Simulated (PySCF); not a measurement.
Cost against result

Saddle point of SiH5SF, singlet (SiH₃F ([F][SiH3]) + H₂S → SiH₄S ([SiH3][SH]) + HF; bonds formed: Si1–S7, F2–H6; bonds broken: Si1–F2, H6–S7), PBE0-D4/def2-TZVP structure:

| atom | x (Å) | y (Å) | z (Å) |
| --- | --- | --- | --- |
| Si1 | -0.5289 | 0.1460 | -0.5831 |
| F2 | 1.2407 | -0.5257 | -0.8076 |
| H3 | -1.0665 | -1.0205 | -1.3157 |
| H4 | -1.7397 | 0.7209 | 0.0904 |
| H5 | -0.0437 | 1.3291 | -1.3364 |
| H6 | 1.2301 | -0.7267 | 0.4394 |
| S7 | 0.2507 | -0.5797 | 1.5879 |
| H8 | 0.6572 | 0.6568 | 1.9250 |

Barriers are electronic and count from the start structure reached by relaxing down the imaginary mode.

Program: PySCF 2.14 with density fitting (its default auxiliary sets; JK sets also for MP2 and CCSD(T)). Basis: as named in each row. Cores are frozen in the correlated methods. B3LYP uses VWN-RPA correlation. Extrapolation: Hartree–Fock as exp(−7.88 √X), correlation as X^−2.97.

Times are rough, for one single point on 4 threads of a shared host (Intel Xeon).

The estimate by CCSD(T) at an estimated basis limit (MP2 extrapolated from triple and quadruple zeta, plus CCSD(T) − MP2 in triple zeta) is 45.33 kcal/mol.

```json
{"method": "HF", "basis": "STO-3G", "time (s)": "2", "barrier (kcal/mol)": "61.76", "method less estimate": "16.42"}
{"method": "B3LYP-D4", "basis": "6-31G", "time (s)": "6", "barrier (kcal/mol)": "36.44", "method less estimate": "-8.90"}
{"method": "MP2", "basis": "def2-QZVPP", "time (s)": "7", "barrier (kcal/mol)": "43.90", "method less estimate": "-1.43"}
{"method": "PBE0-D4", "basis": "def2-SVP", "time (s)": "8", "barrier (kcal/mol)": "36.75", "method less estimate": "-8.59"}
{"method": "PBE-D4", "basis": "def2-SVP", "time (s)": "11", "barrier (kcal/mol)": "31.38", "method less estimate": "-13.95"}
{"method": "SPW92", "basis": "def2-TZVPP", "time (s)": "17", "barrier (kcal/mol)": "25.97", "method less estimate": "-19.36"}
{"method": "CCSD(T)", "basis": "def2-SVP", "time (s)": "19", "barrier (kcal/mol)": "47.60", "method less estimate": "2.27"}
{"method": "B3LYP-D4", "basis": "def2-TZVPP", "time (s)": "21", "barrier (kcal/mol)": "43.74", "method less estimate": "-1.59"}
{"method": "BHLYP-D4", "basis": "def2-TZVPP", "time (s)": "21", "barrier (kcal/mol)": "50.13", "method less estimate": "4.79"}
{"method": "PBE0-D4", "basis": "def2-TZVPP", "time (s)": "22", "barrier (kcal/mol)": "39.10", "method less estimate": "-6.23"}
{"method": "PBE-D4", "basis": "def2-TZVPP", "time (s)": "32", "barrier (kcal/mol)": "33.50", "method less estimate": "-11.84"}
{"method": "r2SCAN-D4", "basis": "def2-TZVPP", "time (s)": "46", "barrier (kcal/mol)": "38.85", "method less estimate": "-6.49"}
{"method": "wB97M-V", "basis": "def2-TZVPP", "time (s)": "360", "barrier (kcal/mol)": "43.19", "method less estimate": "-2.14"}
{"method": "CCSD(T)", "basis": "def2-TZVPP", "time (s)": "460", "barrier (kcal/mol)": "46.50", "method less estimate": "1.17"}
```

All methods are single points on the PBE0-D4 structures.

The T1 diagnostic stays at or below 0.013.

Labels in which every atom is bracketed show which atoms are joined, not bond orders.
